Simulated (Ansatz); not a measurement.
The first iterations of a band of ClFH2Si (5 atoms, charge 0, multiplicity 1).

All numbers below come from Ansatz, RKS r2SCANh-D4/def2-SVP.

- movable images: 5
- climbing image: yes
- spring: 5.0 eV/Å²
- optimiser: quadratic models (default)
- start path: through a guess of the saddle point
- force threshold: 0.05 eV/Å
- iteration limit: 60
- end points: relaxed

First end point:

```xyz
5
Properties=species:S:1:pos:R:3
Si 0.248 0.004 0.124
F 0.302 0.026 1.736
H 1.633 0.050 -0.388
Cl -0.760 1.669 -0.518
H -0.495 -1.202 -0.298
```

Last end point:

```xyz
5
Properties=species:S:1:pos:R:3
Si 0.207 -0.560 -0.857
F 1.213 -0.086 1.051
H 0.833 0.779 1.059
Cl -0.406 1.514 -0.617
H -0.919 -1.100 0.021
```

| iteration | highest image above the first end (eV) | largest band force component (eV/Å) |
| --- | --- | --- |
| 1 | 7.871 | 31.095 |
| 2 | 3.897 | 2.999 |
| 3 | 3.641 | 1.461 |
| 4 | 3.870 | 0.897 |

Problem. Does the band converge within its limit, and where does its top end?

Solution. It converged. It ended after 13 iterations with the highest image 3.634 eV above the first end. Neighbouring images differ by up to 2.4 eV, so the band resolves the path poorly. A vibrational analysis at the climbing image gives one clearly imaginary mode, 1142i cm⁻¹: a first-order saddle point. The orbitals stay closed-shell, which can raise the energy where a bond breaks towards radicals; this wasn't checked here.

Time of the run: 31 s on 2 threads of AMD EPYC 9R45 96-Core Processor (Zen 5) (shared host), peak memory 0.15 GiB.
